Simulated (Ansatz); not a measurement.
# Relative stability

Two relaxed structures of AlSiH3F, doublet (PBE0-D4/def2-TZVP; forces vanish, vibrations not checked).

A:

F1  (-1.930, -1.392, 0.156)
Si2  (-0.383, -1.041, -0.082)
Al3  (0.477, 1.152, 0.077)
H4  (0.299, -2.329, -0.379)
H5  (2.032, 1.263, -0.196)
H6  (-0.495, 2.347, 0.424)
(Å)

B:

F1  (-2.084, -1.310, 0.196)
Si2  (0.423, 1.049, 0.071)
Al3  (-0.463, -1.145, -0.077)
H4  (0.378, -2.435, -0.412)
H5  (1.858, 1.363, -0.147)
H6  (-0.357, 2.271, 0.385)
(Å)

Program: Ansatz 0.2.0. Basis: def2-TZVPP. Cores are frozen in the correlated methods; orbitals are unrestricted. B3LYP uses VWN-RPA correlation.

Problem. Which structure is lower at CCSD(T), and by how much? (An estimate is asked for; the value comes from the calculation.)

Solution. The calculation gives: B, by 0.837 eV (electronic energy, against the other). By their contacts, A is AlSiH₃F ([F][SiH][AlH2]) and B is AlSiH₃F ([F][AlH][SiH2]).

All methods give the same order:

```csv
method,E(B) − E(A) (eV)
PBE-D4,-0.730
r2SCAN-D4,-0.798
PBE0-D4,-0.765
B3LYP-D4,-0.757
wB97M-V,-0.760
HF,-0.796
MP2,-0.877
CCSD,-0.840
CCSD(T),-0.837
```

T1 diagnostic: at most 0.017. ⟨S²⟩ of the unrestricted Hartree–Fock references: 0.77 (a pure state has 0.75).

Labels in which every atom is bracketed show which atoms are joined, not bond orders.

For scale, one of the runs: CCSD(T)/def2-TZVPP, 157 basis functions, launched by `ansatz run in.yaml --threads 2 --pin off --events-out ev --progress --plain --max-ram 4352MiB`. The run took 84 s on 2 CPU threads of an Intel Xeon (shared host), with 2.4 GiB of host memory at its peak.
